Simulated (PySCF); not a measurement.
hydroxylamine: adiabatic energies of losing or gaining an electron at several levels

Structure: `NO` (H3NO).

All levels share the PBE0-D3(BJ)/def2-SVP structures and the PBE0-D3(BJ)/def2-SVP thermal terms; only the single-point energies (PySCF) change. Values are adiabatic energies of losing or gaining an electron (0 K, eV).

| level | ionisation energy to the radical cation | abs. error | time |
| --- | --- | --- | --- |
| PBE0-D3(BJ)/def2-SVP | 8.64 | 0.59 | 2.4 s |
| PBE0-D3(BJ)/def2-SV(P) | 8.71 | 0.53 | 2.2 s |
| PBE0-D3(BJ)/cc-pVTZ | 8.83 | 0.41 | 5.8 s |
| r2SCAN-D3(BJ)/ma-def2-TZVP (grid 3) | 8.88 | 0.36 | 17 s |
| PBE0-D3(BJ)/def2-TZVPP | 8.88 | 0.36 | 5.6 s |
| TPSS-D3(BJ)/ma-def2-TZVP (grid 3) | 8.89 | 0.34 | 18 s |
| TPSSh-D3(BJ)/ma-def2-TZVP (grid 3) | 8.89 | 0.34 | 14 s |
| PBE0-D3(BJ)/def2-QZVP | 8.91 | 0.32 | 15 s |
| PBE0-D3(BJ)/ma-def2-TZVP | 8.92 | 0.32 | – |
| HSE06/ma-def2-TZVP | 8.92 | 0.32 | 11 s |
| PBE0-D3(BJ)/def2-SVPD | 8.93 | 0.31 | 3.6 s |
| PBE0-D3(BJ)/pcseg-2 | 8.93 | 0.31 | 5.5 s |
| PBE0-D3(BJ)/def2-QZVPPD | 8.93 | 0.31 | 19 s |
| BLYP-D3(BJ)/ma-def2-TZVP | 8.93 | 0.30 | 7.8 s |
| PBE0-D3(BJ)/jun-cc-pV(T+d)Z | 8.94 | 0.30 | 6.9 s |
| PBE0-D3(BJ)/ma-def2-SVP | 8.95 | 0.28 | 2.8 s |
| PBE0-D3(BJ)/6-311++G(2d,2p) | 8.98 | 0.26 | 4.5 s |
| LC-ωPBE/ma-def2-TZVP | 9.03 | 0.21 | 9.7 s |
| BP86-D3(BJ)/ma-def2-TZVP | 9.04 | 0.19 | 7.6 s |
| M06/ma-def2-TZVP (grid 3) | 9.06 | 0.18 | 14 s |
| CAM-B3LYP-D3(BJ)/ma-def2-TZVP | 9.08 | 0.16 | 5.5 s |
| B3LYP-D3(BJ)/ma-def2-TZVP | 9.09 | 0.15 | 5.2 s |
| ωB97X-D3(BJ)/ma-def2-TZVP | 9.11 | 0.12 | 5.2 s |
| M06-2X/ma-def2-TZVP (grid 3) | 9.15 | 0.09 | 12 s |
| ATcT 1.112 | 9.24 |  |  |

Times are wall times for all single points of a level on 1 thread of Arm Neoverse V1, a shared host; the dash marks the run that also made the structures. BLYP, BP86, HSE06, LC-ωPBE, TPSS, r2SCAN ran on a slower path of this set-up, which computes the density-fitting integrals anew in every SCF cycle while the other levels store them. So the times needn't show the usual order of cost, and those levels read slower than they are.

The spread: 0.51 eV, from 8.64 to 9.15.
